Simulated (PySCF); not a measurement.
# Structure elucidation problem

Molecular formula: C₄H₉F. Simulated spectra:

¹H NMR (400 MHz, computed): δ 4.43 (dd, J = 53.5, 5.8 Hz, 2H), 1.88 (d of sept of t, J = 11.8, 7.0, 5.8 Hz, 1H), 0.95 (dd, J = 7.0, 1.2 Hz, 6H).

¹³C{¹H} NMR (computed): δ 92.9 (CH2, d, J = 225.3 Hz), 33.9 (CH, d, J = 16.9 Hz), 20.0 (CH3, d, J = 4.7 Hz).

Computational details: B3LYP/pcJ-1 coupling constants (spin–dipole term only in couplings to heteroatoms), NMR shieldings at PBE0/pcSseg-1/GIAO, geometry from GFN2-xTB, in PySCF 2.14 (non-relativistic, single conformer, averaged over atoms made equivalent by symmetry, fast rotation or ring inversion, gas phase).

δ = σ(ref) − σ, references computed at the same level: TMS for ¹H (31.72 ppm), ¹³C (186.93 ppm).

**Question.** Deduce the structure.

**Answer.** 
1. Rings plus π bonds: 0.
2. 3 carbon signals for 4 carbons: some carbons are equivalent by symmetry or fast rotation.
3. Carbon types of the structure: 1 × CH, 1 × CH2, 2 × CH3, which accounts for all hydrogens.
4. δC 92.9: sp3 CH2 bonded to F; the inductive effect lowers its shielding.
5. δC 33.9: sp3 CH; a saturated carbon with 3 carbon neighbours and no heteroatom attached.
6. δC 20.0: methyl carbon; saturated and bonded to C and H only.
7. δH 4.43: hydrogen on an sp3 CH2 bonded to F; its carbon carries F, an electronegative neighbour.
8. δH 1.88: hydrogen on an sp3 CH.
9. δH 0.95: hydrogen on a methyl carbon; far from electronegative atoms and π systems.
10. The protons at 0.95 and 1.88 share a coupling of 7.0 Hz (vicinal).
11. The protons at 1.88 and 4.43 share a coupling of 5.8 Hz (vicinal).

These data were computed for (CH3)2CHCH2F (CC(C)CF).

The data come from this structure; uniqueness wasn't tested.

Common functionals overestimate the size of one-bond C–F couplings by tens of Hz; these are unscaled. Multiplet labels drop couplings under 1 Hz and merge nearly equal ones. Unscaled 3J(H,H) at this level run about 10 % above measured values. Shifts are as computed. Against solution values, carbons near 30 ppm lie about +3 ppm off and those near 130 ppm about +5 ppm. Of 1211 compounds with measured shifts, 218 miss one by over three times the rms of a fit or turn the order of signals round; such compounds aren't used in these exercises. Across freely rotating sp3–sp3 bonds, 3J(H,H) is taken as (2 J gauche + J anti)/3 from the one conformer, which assumes equal rotamer populations. Vicinal couplings across rotatable single bonds and in flexible rings belong to the one computed conformer; a conformer average would change them.
